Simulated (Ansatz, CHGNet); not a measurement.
**Volume per atom of trigonal Te: levels of theory against measurement**

Reference value: 33.30 Å³/atom (measured, copied from a table, unchecked, extrapolated to 0 K and zero-point effects removed; as tabulated in Lejaeghere et al. (2013), arXiv:1204.2733).

Task: Put these levels in order of the volume per atom that they give for trigonal Te, smallest first: CHGNet 0.3.0 (CHGNet), PBE (Ansatz, a program for electronic structure), rVV10 (Ansatz).

Result: PBE (35.12 Å³/atom), rVV10 (35.54 Å³/atom), CHGNet 0.3.0 (38.26 Å³/atom)

Errors against the reference: CHGNet 0.3.0 +14.9 %, PBE +5.5 %, rVV10 +6.7 %.

PBE: the cell comes from a level without a dispersion term, which matters for the spacing of layers, chains or molecules. Cutoffs differ between the levels. Ansatz's density-functional and Hartree–Fock values are scalar-relativistic unless marked +SOC, with PAW data made under PBE.

Machine-learned potentials (CHGNet 0.3.0) are trained on DFT data, which may include these solids.

Differences are worked out from the printed values.
